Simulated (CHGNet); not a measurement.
bcc Mo

Level of theory: the machine-learned potential CHGNet 0.3.0 (trained on PBE and PBE+U data).

Cell: relaxed at this level.

```yaml
equilibrium_lattice_constant_a: 3.169 Å
equilibrium_volume_per_atom: 15.91 Å³/atom
vacancy_formation_energy: 1.66 eV
```

Measured, for comparison: lattice constant a 3.141 Å, equilibrium volume per atom 15.49 Å³/atom (static lattice: zero-point anharmonic expansion removed; as tabulated in Mejia-Rodriguez and Trickey (2018), arXiv:1807.09216); vacancy formation energy 3.12 ± 0.1 eV (midpoint of the printed range, monovacancy, our sources range from 3.12 to 3.60; as tabulated in Byggmästar et al. (2020), arXiv:2006.14365). Computed (rounded) less measured: lattice constant a +0.9 %, equilibrium volume per atom +2.7 %, vacancy formation energy not scored (sources differ).

A machine-learned potential is trained on density-functional data: it inherits that level's misses and adds fitting errors of its own.
